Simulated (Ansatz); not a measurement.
**Worked example: GaH, singlet against GaH⁻, doublet**

Geometry (PBE0/def2-TZVPD stationary point of a doublet), kept for both states (GaH⁻, doublet: Π; GaH, singlet: Σ⁺):

```yaml
atoms:
  - { symbol: Ga, position_ang: [0.0000, 0.0000, 0.0000] }
  - { symbol: H, position_ang: [0.0000, 0.0000, 1.7244] }
```

Basis aug-cc-pVDZ; Ansatz 0.2.0. Only valence electrons are correlated (noble-gas cores and the filled d shells of p-block atoms frozen). R marks a restricted (for open shells ROHF) determinant. No spin–orbit coupling is included, and no scalar relativity.

Full CI is exact within this basis and frozen core; it isn't the basis-set limit.

The highest occupied Kohn–Sham level of the anion is positive, up to +1.58 eV, so in those functionals the extra electron is held by the basis alone, which enters their differences from the reference.

```
   level  E(GaH⁻, doublet) (hartree)  E(GaH, singlet) (hartree)
RCCSD(T)                -1923.842912               -1923.841151
     PBE                -1925.098619               -1925.088463
 wB97M-V                -1925.280252               -1925.277141
 full CI                -1923.843708               -1923.841531
```

Q: Give the vertical gap, GaH singlet less GaH⁻ doublet, at each level in eV (1 hartree = 27.2114 eV), and each error against full CI.

A: full CI: (-1923.841531 − (-1923.843708)) × 27.2114 = 0.059 eV (the reference)
wB97M-V: (-1925.277141 − (-1925.280252)) × 27.2114 = 0.085 eV, error 0.026 eV
PBE: (-1925.088463 − (-1925.098619)) × 27.2114 = 0.276 eV, error 0.217 eV
RCCSD(T): (-1923.841151 − (-1923.842912)) × 27.2114 = 0.048 eV, error -0.011 eV

Total energies of functionals can't be set beside those of wave-function methods, since they hold the core's correlation and their own absolute errors; only the differences compare.

In so small a basis the reference is far from its limit while semilocal and hybrid functionals are nearer theirs, so the functionals' errors here hold much of the reference's basis and frozen-core error, which can add to them or hide them.

Each level lands on the state that its own search finds. T1 diagnostics of restricted CCSD: 0.029 and 0.012.
